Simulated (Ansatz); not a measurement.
in.yaml

```yaml
crystal:
  periodic: [false, false, false]
  atoms:
    - {symbol: Sn, position_ang: [-0.013674, 0.000000, 0.000000]}
    - {symbol: H, position_ang: [0.805253, 0.000000, -1.438648]}
    - {symbol: H, position_ang: [0.805253, 0.000000, 1.438648]}
basis:
  gaussian: {orbitals: def2-SVP}
total_charge: 1
magnetization: {spin_polarized: false, initial_magnetization: 1}
correlation: {method: ccsd_t, electrons: outside_noble_gas}
```

```sh
$ ansatz run in.yaml --threads 1 --pin off --events-out ev --progress --plain --max-ram 2393MiB
```

Output:

```
444 factors; integrals over basis functions are off by at most 4.5e-4 eV
mean field evaluation 1: about -5827.8712 eV, gradient 6.9e0 eV
mean field evaluation 2: about -5827.8757 eV, gradient 6.9e0 eV
mean field evaluation 4: about -5828.2794 eV, gradient 5.4e-1 eV
mean field evaluation 8: about -5828.2828 eV, gradient 1.3e-3 eV
mean field evaluation 16: about -5828.2828 eV, gradient 8.9e-6 eV
mean field evaluation 32: about -5826.0558 eV, gradient 7.7e-4 eV
mean field -5828.28283200 eV, -214.1854435241 hartree, gradient 8.9e-6 eV, S^2 0.750000; 1 other end points of the search recorded, 0 dependent functions left out
determinant -5828.28283200 eV, -214.1854435241 hartree, with singles and doubles -5830.28966509 eV, -214.2591932798 hartree
determinant -5826.05584474 eV, -214.1036032519 hartree, with singles and doubles -5828.39194864 eV, -214.1894534866 hartree
9 core orbitals not correlated: weight in the atoms' cores, before any rotation towards them, 0.999 or more for the frozen orbitals, at most 0.001 for the correlated occupied ones
reference -5828.28283200 eV, -214.1854435241 hartree; 3, 2 occupied and 24, 25 virtual orbitals, 444 factors
second order -1.47489453 eV of doubles, -0.02488303 eV of singles
cycle   1  -1.99828981 eV  change   -6.1e-2 eV  update   1.3e-2
cycle   2  -2.00283605 eV  change   -4.5e-3 eV  update   4.3e-3
cycle   3  -2.00501931 eV  change   -2.2e-3 eV  update   1.2e-3
cycle   4  -2.00558341 eV  change   -5.6e-4 eV  update   3.5e-4
cycle   5  -2.00578880 eV  change   -2.1e-4 eV  update   1.4e-4
cycle   6  -2.00583546 eV  change   -4.7e-5 eV  update   4.6e-5
cycle   7  -2.00583445 eV  change    1.0e-6 eV  update   1.3e-5
cycle   8  -2.00583192 eV  change    2.5e-6 eV  update   3.9e-6
perturbative correction -0.03253518 eV, -0.0011956457 hartree
Total energy: -5830.32119910 eV, -214.2603521331 hartree
```

For the same geometry and basis full CI lies 11.9 meV lower.

Ran on 1 thread of AMD EPYC, shared host: 1.2 s wall, 0.1 GiB peak host memory.
